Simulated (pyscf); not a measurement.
Substitution at N: NH₃ + H₂N–Si•(NH₂)–NH₂ → H₂N–Si(NH₂)(NH₂)–NH₂ + H•

Gas phase, doublet surface, charge 0. Bonds broken: N1–H5. Bonds formed: N1–Si2. Optimised with ωB97X-D3(BJ)/def2-SVP in PySCF.

Transition state (Å):

```xyz
14

N     -1.0542    -1.4827     1.7306
Si    -0.1288    -0.1394     0.6924
N     -0.4688     1.3391     1.5434
N     -1.1162    -0.3418    -0.7044
H     -2.2461    -1.5477     1.8334
H     -0.7183    -1.4476     2.7042
H     -0.7888    -2.4201     1.3948
H     -1.3887     1.7454     1.3935
H     -0.1702     1.4783     2.5027
H     -0.8810     0.1406    -1.5641
H     -2.0967    -0.5963    -0.6448
N      1.5043     0.0185     0.0984
H      2.1083     0.6586     0.6080
H      2.0172    -0.8121    -0.1811
```

One imaginary mode, 1328i cm⁻¹; descent along it reached the two sides named, in the forms told below.

| bond | change | reactant side (Å) | saddle | product side |
|---|---|---|---|---|
| N1–H5 | breaks | 1.020 | 1.198 | 2.485 |
| N1–Si2 | forms | 3.6 | 1.934 | 1.738 |

Electronic energies relative to the separated reactants (kcal/mol):

```csv
level,barrier,reaction energy,reverse barrier
ωB97X-D3(BJ)/def2-TZVP,19.0,-3.5,22.4
PBE/def2-TZVP,11.3,+4.0,7.4
r²SCAN/def2-TZVP,12.8,+1.4,11.4
B3LYP-D3(BJ)/def2-TZVP,13.9,+1.8,12.1
PBE0-D3(BJ)/def2-TZVP,13.2,-0.6,13.8
M06-2X/def2-TZVP,14.7,-3.5,18.2
ωB97M-D3(BJ)/def2-TZVP,15.5,-3.6,19.1
HF/def2-TZVP,33.9,-6.6,40.5
```

With ωB97M-D3(BJ)/def2-TZVP energies and thermal terms (ideal gas, 1 atm, RRHO with modes under 100 cm⁻¹ raised to 100, one conformer, R ln 2 for rigid chiral ones), in kcal/mol:

```json
[
 {"T (K)": "298", "ΔH‡": "11.9", "ΔG‡": "22.3", "ΔH": "-7.8", "ΔG": "-3.9"},
 {"T (K)": "600", "ΔH‡": "12.5", "ΔG‡": "32.6", "ΔH": "-6.3", "ΔG": "-0.5"},
 {"T (K)": "900", "ΔH‡": "13.6", "ΔG‡": "42.4", "ΔH": "-4.7", "ΔG": "+2.1"},
 {"T (K)": "1200", "ΔH‡": "14.6", "ΔG‡": "51.9", "ΔH": "-3.2", "ΔG": "+4.1"}
]
```

On the reactant side the descent ends in a complex (not fully relaxed), 5.1 kcal/mol under the separated species and 24.0 kcal/mol under the saddle at ωB97X-D3(BJ)/def2-TZVP. One saddle was located; it need not be the lowest between these sides. The angle at the attacked N is 124°.
